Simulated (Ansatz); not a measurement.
Geometry optimisation, Ansatz, RKS revPBE/def2-SVP.

Input:

```yaml
crystal:
  periodic: [false, false, false]
  atoms:
    - { symbol: C, position_ang: [-0.04979, -0.38858, 0.04214] }
    - { symbol: "N", position_ang: [0.60037, 0.64519, -0.21799] }
    - { symbol: H, position_ang: [-1.10033, -0.43939, 0.34904] }
    - { symbol: H, position_ang: [0.46298, -1.33962, -0.03976] }
    - { symbol: H, position_ang: [-0.27779, 0.67729, 0.03584] }
basis:
  gaussian: { orbitals: def2-SVP }
hamiltonian:
  xc: revpbe
relax:
  f_tol: 0.02
  max_steps: 50
```

Launched with:

```bash
$ ansatz run input.yaml --threads 1 --pin off --max-ram 2048MiB --backend cpu --events-out ev --progress --plain --runs-dir out
```

Q: Where does it end, and by what steps?

A: The run converged. After 9 steps the energy has fallen by 3.825 eV; H5 moved furthest, 0.67 Å. The start is strongly strained (largest force component 10 eV/Å), so its close contacts needn't be bonds. Parted: C1–H5.

```json
{"step": "0", "energy less start (eV)": "0.0000", "largest force component (eV/Å)": "10.477", "accepted": "yes"}
{"step": "1", "energy less start (eV)": "-1.6975", "largest force component (eV/Å)": "6.507", "accepted": "yes"}
{"step": "2", "energy less start (eV)": "-2.9232", "largest force component (eV/Å)": "3.171", "accepted": "yes"}
{"step": "3", "energy less start (eV)": "-3.5610", "largest force component (eV/Å)": "2.361", "accepted": "yes"}
{"step": "4", "energy less start (eV)": "-3.7193", "largest force component (eV/Å)": "1.226", "accepted": "yes"}
{"step": "5", "energy less start (eV)": "-3.4176", "largest force component (eV/Å)": "1.859", "accepted": "no"}
{"step": "6", "energy less start (eV)": "-3.8153", "largest force component (eV/Å)": "0.369", "accepted": "yes"}
{"step": "7", "energy less start (eV)": "-3.7701", "largest force component (eV/Å)": "0.710", "accepted": "no"}
{"step": "8", "energy less start (eV)": "-3.8240", "largest force component (eV/Å)": "0.134", "accepted": "yes"}
{"step": "9", "energy less start (eV)": "-3.8254", "largest force component (eV/Å)": "0.018", "accepted": "yes"}
```

```xyz
5
Properties=species:S:1:pos:R:3
C -0.066 -0.557 0.059
N 0.489 0.571 -0.179
H -1.128 -0.712 0.374
H 0.537 -1.485 -0.051
H -0.197 1.338 -0.035
```

Run time: 5.6 s on 1 thread of Intel(R) Xeon(R) Platinum 8375C CPU @ 2.90GHz (Ice Lake) (shared host), peak memory 0.11 GiB.
